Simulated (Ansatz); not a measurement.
## Pd: computed properties

Method: DFT PBEsol, scalar-relativistic, plane waves, PAW in Ansatz.

Plane waves to 420 eV, a k mesh through Γ of 18×18×18 on the computed 1-atom cell and Gaussian smearing (0.10 eV); no spin polarisation.

The structure is relaxed at this level of theory with its symmetry kept.

```cif
data_structure
_symmetry_space_group_name_H-M 'P 1'
_symmetry_Int_Tables_number 1
_cell_length_a 2.7400
_cell_length_b 2.7400
_cell_length_c 2.7400
_cell_angle_alpha 60.000
_cell_angle_beta 60.000
_cell_angle_gamma 60.000
_cell_volume 14.55
loop_
_atom_site_label
_atom_site_type_symbol
_atom_site_fract_x
_atom_site_fract_y
_atom_site_fract_z
_atom_site_occupancy
Pd1 Pd 0.00000 0.00000 0.00000 1
```

(1) Formation energy from the elements' standard states (uncorrected)?

(2) Density of states at the Fermi level?

(3) Löwdin character within 0.5 eV of the Fermi level?

(4) Bulk modulus?

(5) Its pressure derivative?

(6) Bader charges (e)?

## Answers

(1) +0.001 eV/atom.

(2) 2.30 states/eV per cell.

(3) Pd 4d 93 %, unprojected 7 %.

(4) 205 GPa.

(5) 5.4.

(6) Pd (1 in the cell) 0.00.